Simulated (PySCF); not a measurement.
**CCSDTQ/6-31G run of AlH3 (SMILES [AlH3])**

What is the energy change on altering one bond length of AlH3 at CCSDTQ/6-31G? Input form: a Python script.

The results are computed with PySCF 2.14.0.

10 further runs of the same task are left out: 10 set aside as unsound or not needed.

## 1. The structure to begin with

AlH3: 4 atoms, total charge 0, spin state singlet. SMILES: `[AlH3]`. Geometry: relaxed at PBE0-D4/def2-TZVP.

Bond lengths: Al1–H2 1.586 Å, Al1–H3 1.586 Å, Al1–H4 1.586 Å. Angles: H2–Al1–H3 120.0°, H2–Al1–H4 120.0°, H3–Al1–H4 120.0°.

## 2. The energy at CCSDTQ/6-31G

Input file input.py:

```python
from pyscf import gto, scf, cc

mol = gto.Mole()
mol.atom = '''
Al     0.013700    -0.014800    -0.005100
H      0.633200     0.670900     1.283600
H     -1.340800    -0.832000     0.105100
H      0.749400     0.115700    -1.403900
'''
mol.max_memory = 1860
mol.spin = 0
mol.verbose = 4
mol.basis = '6-31g'
mol.charge = 0
mol.build()

myscf = scf.RHF(mol)
myscf.conv_tol = 1e-10
myscf.kernel()
if not myscf.converged:
    myscf = myscf.newton().run(myscf.mo_coeff, myscf.mo_occ)

mycc = cc.CCSDTQ(myscf, frozen=5)
mycc.kernel()
energy = mycc.e_tot
print('Final energy', energy)
```

The run is started by

```bash
$ OMP_NUM_THREADS=1 python input.py
```

Standard output:

```text
PySCF version 2.14.0

[INPUT] num. atoms = 4
[INPUT] num. electrons = 16
[INPUT] charge = 0
[INPUT] spin (= nelec alpha-beta = 2S) = 0
[INPUT] symmetry False subgroup None
[INPUT] Mole.unit = angstrom
[INPUT] Symbol           X                Y                Z      unit          X                Y                Z       unit  Magmom
[INPUT]  1 Al     0.013700000000  -0.014800000000  -0.005100000000 AA    0.025889247907  -0.027967946644  -0.009637603235 Bohr   0.0
[INPUT]  2 H      0.633200000000   0.670900000000   1.283600000000 AA    1.196574582075   1.267817256971   2.425652453492 Bohr   0.0
[INPUT]  3 H     -1.340800000000  -0.832000000000   0.105100000000 AA   -2.533744787817  -1.572252135638   0.198610215692 Bohr   0.0
[INPUT]  4 H      0.749400000000   0.115700000000  -1.403900000000 AA    1.416160757749   0.218641312612  -2.652986506277 Bohr   0.0

nuclear repulsion = 13.5921908213783
number of shells = 13
number of NR pGTOs = 58
number of NR cGTOs = 19
basis = 6-31g
ecp = {}

******** <class 'pyscf.scf.hf.RHF'> ********
method = RHF
initial guess = minao
damping factor = 0
level_shift factor = 0
DIIS = <class 'pyscf.scf.diis.CDIIS'>
diis_start_cycle = 1
diis_space = 8
diis_damp = 0
SCF conv_tol = 1e-10
SCF conv_tol_grad = None
SCF max_cycles = 50
direct_scf = True
direct_scf_tol = 1e-13
Set gradient conv threshold to 1e-05
Initial guess from minao.
init E= -243.205631766525
  HOMO = -0.328792067790029  LUMO = -0.00758348290585631  gap/eV = 8.74053
cycle= 1 E= -243.576828809694  delta_E= -0.371  |g|= 0.126  |ddm|= 1.36
  HOMO = -0.434294569552401  LUMO = 0.0187245838928647  gap/eV = 12.32728
cycle= 2 E= -243.587178320856  delta_E= -0.0103  |g|= 0.0299  |ddm|= 0.263
  HOMO = -0.427806159860572  LUMO = 0.028619545802083  gap/eV = 12.41998
cycle= 3 E= -243.587902121571  delta_E= -0.000724  |g|= 0.00329  |ddm|= 0.0834
  HOMO = -0.428393922056883  LUMO = 0.0278989284741371  gap/eV = 12.41636
cycle= 4 E= -243.587911292124  delta_E= -9.17e-06  |g|= 0.000269  |ddm|= 0.0102
  HOMO = -0.428487897198015  LUMO = 0.027811464113894  gap/eV = 12.41654
cycle= 5 E= -243.587911347943  delta_E= -5.58e-08  |g|= 3.76e-05  |ddm|= 0.000881
  HOMO = -0.428496536378379  LUMO = 0.0278083149911672  gap/eV = 12.41669
cycle= 6 E= -243.587911349462  delta_E= -1.52e-09  |g|= 3.02e-06  |ddm|= 0.000186
  HOMO = -0.428496205861698  LUMO = 0.0278086958917527  gap/eV = 12.41669
cycle= 7 E= -243.587911349469  delta_E= -6.82e-12  |g|= 1.54e-07  |ddm|= 1.36e-05
  HOMO = -0.428496154265493  LUMO = 0.0278087365383308  gap/eV = 12.41669
Extra cycle  E= -243.587911349469  delta_E= -3.98e-13  |g|= 2.98e-08  |ddm|= 3.65e-07
converged SCF energy = -243.587911349469

******** <class 'pyscf.cc.rccsdtq.RCCSDTQ'> ********
RCCSDTQ nocc = 3, nmo = 14
Allocating only the i<=j<=k<=l part of the T4 amplitude in memory
frozen orbitals 5
max_cycle = 50
conv_tol = 1e-07
conv_tol_normt = 1e-06
diis with the T4 amplitude
diis_space = 6
diis_start_cycle = 0
diis_start_energy_diff = 1e+09
einsum_backend: numpy
_make_eris_incore_RCCSDTQ
blksize  3

WARN: A large `blksize` is being used, which may cause large memory consumption
      for storing contraction intermediates. If memory is sufficient, consider using
      `pyscf.cc.rccsdtq_highm.RCCSDTQ` instead.

Approximate memory usage estimate
    ERIs memory               300 KB
    T1-ERIs memory            300 KB
Init t2, MP2 energy = -243.629666552092  E_corr(MP2) -0.041755202623
Init E_corr(RCCSDTQ) = -0.0417552026234467
cycle =  1  E_corr(RCCSDTQ) = -0.053110201633  dE = -1.135499900931e-02  norm(d tamps) = 4.70440838e-02
cycle =  2  E_corr(RCCSDTQ) = -0.057087814784  dE = -3.977613151223e-03  norm(d tamps) = 2.04516626e-02
cycle =  3  E_corr(RCCSDTQ) = -0.060010436196  dE = -2.922621411774e-03  norm(d tamps) = 9.99755215e-03
cycle =  4  E_corr(RCCSDTQ) = -0.060012932834  dE = -2.496638687371e-06  norm(d tamps) = 1.75867816e-03
cycle =  5  E_corr(RCCSDTQ) = -0.060008107747  dE =  4.825087924029e-06  norm(d tamps) = 4.11026537e-04
cycle =  6  E_corr(RCCSDTQ) = -0.060015247939  dE = -7.140192819381e-06  norm(d tamps) = 1.33146161e-04
cycle =  7  E_corr(RCCSDTQ) = -0.060013684148  dE =  1.563791070046e-06  norm(d tamps) = 4.26869084e-05
cycle =  8  E_corr(RCCSDTQ) = -0.060013584971  dE =  9.917713419960e-08  norm(d tamps) = 8.76283449e-06
cycle =  9  E_corr(RCCSDTQ) = -0.060013523436  dE =  6.153550976412e-08  norm(d tamps) = 2.48491577e-06
cycle = 10  E_corr(RCCSDTQ) = -0.060013501528  dE =  2.190799054669e-08  norm(d tamps) = 7.33578457e-07
RCCSDTQ converged
E(RCCSDTQ) = -243.6479248509966   E_corr = -0.06001350152763362
E_corr(same-spin) = -0.00208852753518047
E_corr(oppo-spin) = -0.0579249739924532
Final energy -243.6479248509966
```

It took 18 s on 1 thread of Arm Neoverse V1, shared host; peak memory 0.18 GiB.

## 3. The distorted shape at the same level

Input file job.py:

```python
from pyscf import gto, scf, cc

mol = gto.M(
    atom='''
Al      -0.296059      -0.357660      -0.649469
H        0.633200       0.670900       1.283600
H       -1.650559      -1.174860      -0.539269
H        0.439641      -0.227160      -2.048269
''',
    charge=0,
    verbose=4,
    max_memory=1860,
    basis='6-31g',
)

myscf = scf.RHF(mol)
myscf.conv_tol = 1e-10
myscf.kernel()
if not myscf.converged:
    myscf = myscf.newton().run(myscf.mo_coeff, myscf.mo_occ)

mycc = cc.CCSDTQ(myscf, frozen=5)
mycc.kernel()
e_final = mycc.e_tot
print(f'total energy: {e_final:.8f} hartree')
```

The run is started by

```bash
$ OMP_NUM_THREADS=1 python job.py
```

Standard output:

```text
PySCF version 2.14.0

[INPUT] num. atoms = 4
[INPUT] num. electrons = 16
[INPUT] charge = 0
[INPUT] spin (= nelec alpha-beta = 2S) = 0
[INPUT] symmetry False subgroup None
[INPUT] Mole.unit = angstrom
[INPUT] Symbol           X                Y                Z      unit          X                Y                Z       unit  Magmom
[INPUT]  1 Al    -0.296059000000  -0.357660000000  -0.649469000000 AA   -0.559470426713  -0.675879445712  -1.227318536395 Bohr   0.0
[INPUT]  2 H      0.633200000000   0.670900000000   1.283600000000 AA    1.196574582075   1.267817256971   2.425652453492 Bohr   0.0
[INPUT]  3 H     -1.650559000000  -1.174860000000  -0.539269000000 AA   -3.119104462436  -2.220163634707  -1.019070717468 Bohr   0.0
[INPUT]  4 H      0.439641000000  -0.227160000000  -2.048269000000 AA    0.830801083130  -0.429270186456  -3.870667439437 Bohr   0.0

nuclear repulsion = 12.0670267793145
number of shells = 13
number of NR pGTOs = 58
number of NR cGTOs = 19
basis = 6-31g
ecp = {}

******** <class 'pyscf.scf.hf.RHF'> ********
method = RHF
initial guess = minao
damping factor = 0
level_shift factor = 0
DIIS = <class 'pyscf.scf.diis.CDIIS'>
diis_start_cycle = 1
diis_space = 8
diis_damp = 0
SCF conv_tol = 1e-10
SCF conv_tol_grad = None
SCF max_cycles = 50
direct_scf = True
direct_scf_tol = 1e-13
Set gradient conv threshold to 1e-05
Initial guess from minao.
init E= -243.071232629845
  HOMO = -0.247353152132537  LUMO = -0.00285233488221781  gap/eV = 6.65321
cycle= 1 E= -243.501298876657  delta_E= -0.43  |g|= 0.159  |ddm|= 1.35
  HOMO = -0.337355355452218  LUMO = -0.00193751105024598  gap/eV = 9.12718
cycle= 2 E= -243.520120254538  delta_E= -0.0188  |g|= 0.0347  |ddm|= 0.327
  HOMO = -0.352008241338651  LUMO = 0.0164928218149627  gap/eV = 10.02742
cycle= 3 E= -243.521215786693  delta_E= -0.0011  |g|= 0.00836  |ddm|= 0.0845
  HOMO = -0.350978859011493  LUMO = 0.0148409536517933  gap/eV = 9.95446
cycle= 4 E= -243.521286152252  delta_E= -7.04e-05  |g|= 0.000624  |ddm|= 0.0267
  HOMO = -0.350820894892407  LUMO = 0.0146885227298232  gap/eV = 9.94602
cycle= 5 E= -243.521286516557  delta_E= -3.64e-07  |g|= 9.97e-05  |ddm|= 0.00235
  HOMO = -0.350861629220898  LUMO = 0.0146821586781827  gap/eV = 9.94695
cycle= 6 E= -243.521286527097  delta_E= -1.05e-08  |g|= 9.1e-06  |ddm|= 0.000482
  HOMO = -0.350858721331342  LUMO = 0.0146833387975447  gap/eV = 9.94691
cycle= 7 E= -243.521286527177  delta_E= -8.03e-11  |g|= 9.11e-07  |ddm|= 4.22e-05
  HOMO = -0.35085888784703  LUMO = 0.0146833953816861  gap/eV = 9.94691
Extra cycle  E= -243.521286527178  delta_E= -5.12e-13  |g|= 2.98e-07  |ddm|= 3.48e-06
converged SCF energy = -243.521286527178

******** <class 'pyscf.cc.rccsdtq.RCCSDTQ'> ********
RCCSDTQ nocc = 3, nmo = 14
Allocating only the i<=j<=k<=l part of the T4 amplitude in memory
frozen orbitals 5
max_cycle = 50
conv_tol = 1e-07
conv_tol_normt = 1e-06
diis with the T4 amplitude
diis_space = 6
diis_start_cycle = 0
diis_start_energy_diff = 1e+09
einsum_backend: numpy
_make_eris_incore_RCCSDTQ
blksize  3

WARN: A large `blksize` is being used, which may cause large memory consumption
      for storing contraction intermediates. If memory is sufficient, consider using
      `pyscf.cc.rccsdtq_highm.RCCSDTQ` instead.

Approximate memory usage estimate
    ERIs memory               300 KB
    T1-ERIs memory            300 KB
Init t2, MP2 energy = -243.569565379020  E_corr(MP2) -0.048278851842
Init E_corr(RCCSDTQ) = -0.0482788518419814
cycle =  1  E_corr(RCCSDTQ) = -0.063028179704  dE = -1.474932786192e-02  norm(d tamps) = 7.09488125e-02
cycle =  2  E_corr(RCCSDTQ) = -0.069279904027  dE = -6.251724323156e-03  norm(d tamps) = 3.75231956e-02
cycle =  3  E_corr(RCCSDTQ) = -0.075804559022  dE = -6.524654995056e-03  norm(d tamps) = 2.11949212e-02
cycle =  4  E_corr(RCCSDTQ) = -0.075672445819  dE =  1.321132026274e-04  norm(d tamps) = 3.43375383e-03
cycle =  5  E_corr(RCCSDTQ) = -0.075710709094  dE = -3.826327410324e-05  norm(d tamps) = 1.06998567e-03
cycle =  6  E_corr(RCCSDTQ) = -0.075748406556  dE = -3.769746201875e-05  norm(d tamps) = 4.45715740e-04
cycle =  7  E_corr(RCCSDTQ) = -0.075736795226  dE =  1.161132964764e-05  norm(d tamps) = 1.58503920e-04
cycle =  8  E_corr(RCCSDTQ) = -0.075741728304  dE = -4.933077702482e-06  norm(d tamps) = 4.71275978e-05
cycle =  9  E_corr(RCCSDTQ) = -0.075741306686  dE =  4.216177034860e-07  norm(d tamps) = 1.37990947e-05
cycle = 10  E_corr(RCCSDTQ) = -0.075740936785  dE =  3.699012508379e-07  norm(d tamps) = 5.85730436e-06
cycle = 11  E_corr(RCCSDTQ) = -0.075740709528  dE =  2.272571701933e-07  norm(d tamps) = 1.96547368e-06
cycle = 12  E_corr(RCCSDTQ) = -0.075740716803  dE = -7.275741800705e-09  norm(d tamps) = 5.95669603e-07
RCCSDTQ converged
E(RCCSDTQ) = -243.597027243981   E_corr = -0.07574071680328433
E_corr(same-spin) = -0.00215514996182127
E_corr(oppo-spin) = -0.0735855668414631
total energy: -243.59702724 hartree
```

Run time: 22 s. Hardware: 1 thread of Arm Neoverse V1, shared host; peak memory 0.18 GiB.

## 4. Summary of results

At CCSDTQ/6-31G, 5 core orbitals frozen:

```
                                                          quantity          value
                                         first shape: total energy  -243.64792 Eh
                 first shape: dipole moment (Hartree–Fock density)         0.00 D
                  first shape: HOMO energy (Hartree–Fock orbitals)      -11.66 eV
                  first shape: LUMO energy (Hartree–Fock orbitals)        0.76 eV
                first shape: HOMO–LUMO gap (Hartree–Fock orbitals)       12.42 eV
          first shape: correlation energy (5 core orbitals frozen)      -60.0 mEh
                                        first shape: T1 diagnostic          0.010
                                     distorted shape: total energy  -243.59703 Eh
             distorted shape: dipole moment (Hartree–Fock density)         1.83 D
              distorted shape: HOMO energy (Hartree–Fock orbitals)       -9.55 eV
              distorted shape: LUMO energy (Hartree–Fock orbitals)        0.40 eV
            distorted shape: HOMO–LUMO gap (Hartree–Fock orbitals)        9.95 eV
      distorted shape: correlation energy (5 core orbitals frozen)      -75.7 mEh
                                    distorted shape: T1 diagnostic          0.020
energy change with the Al1–H2 bond stretched from 1.586 to 2.379 Å       1.385 eV
```

In words: With the Al1–H2 bond stretched from 1.586 to 2.379 Å the energy rises by 1.38 eV (134 kJ/mol). The first shape isn't relaxed at this level, so the change isn't measured from a minimum.
